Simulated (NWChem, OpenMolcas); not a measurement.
Predicting a hybrid from its neighbours: P4

P4: 4 atoms, total charge 0, spin state singlet. SMILES: `P12P3P1P23`. The shape is that of a PBE0-D4/def2-TZVP optimisation.

The HOMO–LUMO gap y, in eV, basis def2-SVPD; a is the functional's share of exact exchange. Programs: NWChem 7.3.0, OpenMolcas 26.06.

| functional | program | a | y (eV) |
| --- | --- | --- | --- |
| r2SCAN | OpenMolcas | 0 | 5.57 |
| PBE | NWChem | 0 | 5.17 |
| B3LYP | OpenMolcas | 0.2 | 6.58 |
| PBE0 | NWChem | 0.25 | ? |
| BHLYP | NWChem | 0.5 | 8.77 |

Q: Fit y = c + s·a to the known rows and predict PBE0.

A: 
1. Means of the 4 rows: a = 0.1750, y = 6.522.
2. Σ(Δa)² = 0.1675, Σ(Δa·Δy) = 1.1352, so the slope is 1.1352/0.1675 = 6.7773.
3. Intercept: 6.522 − (6.7773) × 0.1750 = 5.336. The largest residual of the fit is 0.23.
4. PBE0: 5.336 + (6.7773) × 0.25 = 7.03 eV.

The run gave 7.00 eV, so the prediction is off by +0.03 eV, within the scatter of the fit. Exact exchange lowers occupied levels and raises empty ones. The rows mix families of semi-local functionals, which the line can't see.
